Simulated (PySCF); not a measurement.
Molecule: SMILES O=[PH](C)C, C$_{2}$H$_{7}$OP.

Numbering as in the mapped SMILES `[CH3:1][PH:2]([CH3:3])=[O:4]`. Hydrogens are named by the atom that carries them.

Geometry PBE0-D3(BJ)/def2-SVP throughout; GIAO in PySCF 2.14, gas phase, one conformer, non-relativistic; equivalent atoms averaged; basis pcSseg-2.

**Question.** How do the shifts δ (against TMS, H3PO4, H2O at the same level) depend on the functional? (ppm; last column core-seconds on 1 thread of an AMD EPYC 9R14, shared host; the GGAs took longer than the global hybrids here, which isn't the general rule, and the cause wasn't traced)

**Answer.** 
| functional | kind | C1/C3 | P2 | O4 | H(P2) | H(C1)/H(C3) | core-s |
| --- | --- | --- | --- | --- | --- | --- | --- |
| HF | Hartree–Fock | 16.5 | -0.3 | 56.5 | 6.30 | 1.22 | 8.3 |
| LDA | LDA | 20.5 | -13.5 | 124.3 | 8.10 | 1.29 | 21 |
| PBE | GGA | 19.4 | -12.6 | 113.8 | 7.83 | 1.27 | 23 |
| BLYP | GGA | 19.7 | -6.5 | 117.0 | 7.73 | 1.27 | 23 |
| BP86 | GGA | 19.4 | -11.5 | 109.9 | 7.81 | 1.27 | 23 |
| OPBE | GGA | 18.0 | -15.0 | 101.0 | 7.74 | 1.27 | 23 |
| KT2 | GGA | 18.9 | -14.9 | 108.5 | 7.72 | 1.24 | 24 |
| KT3 | GGA | 18.2 | -11.4 | 103.7 | 7.53 | 1.25 | 23 |
| B97-D | GGA | 18.9 | -6.9 | 105.0 | 7.66 | 1.28 | 23 |
| B3LYP | global hybrid | 19.2 | -5.9 | 101.9 | 7.36 | 1.26 | 14 |
| PBE0 | global hybrid | 18.7 | -11.5 | 95.1 | 7.36 | 1.25 | 14 |
| mPW1PW91 | global hybrid | 18.6 | -10.6 | 93.7 | 7.33 | 1.25 | 14 |

**Question.** Which nucleus moves most, in ppm?

**Answer.** O4 (P=O oxygen): from 56.5 ppm with HF to 124.3 ppm with LDA. The smallest spread is 0.07 ppm, at H(C1)/H(C3). Proton shifts span only some 12 ppm, so a few tenths of a ppm matter as much there as several ppm in carbon.
